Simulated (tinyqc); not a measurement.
ROHF in the sto-3g basis, for H2O, spin multiplicity 3, step by step. One step of it, computed by the program tinyqc.

Question. Iteration 1: diagonalisation and new density. Diagonalise F' = X^T F X, C = X C', fill 6 alpha and 4 beta electrons from the bottom; D(s) = C_occ C_occ^T. Each column has its largest component positive (the first on a tie).

effective F (hartree), lower triangle:
```
             1O 1s      1O 2s    1O 2px     1O 2py     1O 2pz      2H 1s      3H 1s
1O 1s   -20.071700
1O 2s    -5.140352  -2.258604
1O 2px    0.000000   0.000000  0.027230
1O 2py    0.004554   0.014505  0.000000  -0.335255
1O 2pz   -0.021634  -0.076903  0.000000   0.002301  -0.320098
2H 1s    -0.657174  -0.644228  0.000000  -0.255090  -0.237710  -0.271980
3H 1s    -0.729387  -0.728429  0.000000   0.296462  -0.273138  -0.185263  -0.328708
```

X, lower triangle:
```
            1O 1s      1O 2s    1O 2px     1O 2py     1O 2pz      2H 1s     3H 1s
1O 1s    1.023313
1O 2s   -0.133743   1.122542
1O 2px   0.000000   0.000000  1.000000
1O 2py   0.000517  -0.005759  0.000000   1.054312
1O 2pz  -0.006213   0.056787  0.000000  -0.002928   1.032052
2H 1s    0.016462  -0.178157  0.000000  -0.142634  -0.101865   1.090472
3H 1s    0.017721  -0.198132  0.000000   0.153023  -0.111408  -0.054168  1.105325
```

Give: F' = X^T F X; orbital energies; coefficients C; D(alpha) after iteration 1; D(beta) after iteration 1.

Answer.

F' = X^T F X (hartree), lower triangle:
```
         1       2      3       4       5       6       7
1  -19.694
2   -2.699  -1.184
3    0.000   0.000  0.027
4    0.006  -0.005  0.000  -0.205
5   -0.045   0.050  0.000  -0.010  -0.238
6   -0.049  -0.341  0.000  -0.255  -0.202  -0.014
7   -0.056  -0.409  0.000   0.296  -0.244  -0.033  -0.008
```

orbital energies (hartree): MO1 -20.081, MO2 -1.073, MO3 -0.496, MO4 -0.381, MO5 0.027, MO6 0.291, MO7 0.397

coefficients C:
```
           MO1     MO2     MO3     MO4    MO5     MO6     MO7
1O 1s    0.994  -0.235  -0.019   0.084  0.000   0.054   0.109
1O 2s    0.025   0.864   0.085  -0.390  0.000  -0.292  -0.600
1O 2px   0.000   0.000   0.000   0.000  1.000   0.000   0.000
1O 2py   0.000  -0.024   0.716   0.065  0.000  -0.696   0.393
1O 2pz   0.003   0.103  -0.055   0.840  0.000  -0.276  -0.543
2H 1s   -0.004   0.142   0.358   0.242  0.000   0.988   0.269
3H 1s   -0.005   0.202  -0.378   0.201  0.000  -0.306   0.991
```

D(alpha) after iteration 1, lower triangle:
```
         1O 1s   1O 2s  1O 2px  1O 2py  1O 2pz   2H 1s  3H 1s
1O 1s    1.054
1O 2s   -0.228   0.992
1O 2px   0.000   0.000   1.000
1O 2py  -0.041   0.218   0.000   1.001
1O 2pz   0.035  -0.163   0.000   0.204   0.796
2H 1s    0.029  -0.230   0.000  -0.418  -0.074   1.183
3H 1s   -0.044   0.153   0.000  -0.050   0.294  -0.360  0.317
```

D(beta) after iteration 1, lower triangle:
```
         1O 1s   1O 2s  1O 2px  1O 2py  1O 2pz   2H 1s  3H 1s
1O 1s    1.051
1O 2s   -0.213   0.907
1O 2px   0.000   0.000   0.000
1O 2py  -0.003   0.015   0.000   0.517
1O 2pz   0.050  -0.243   0.000   0.013   0.720
2H 1s   -0.024   0.059   0.000   0.269   0.198   0.207
3H 1s   -0.028   0.064   0.000  -0.262   0.210  -0.058  0.224
```
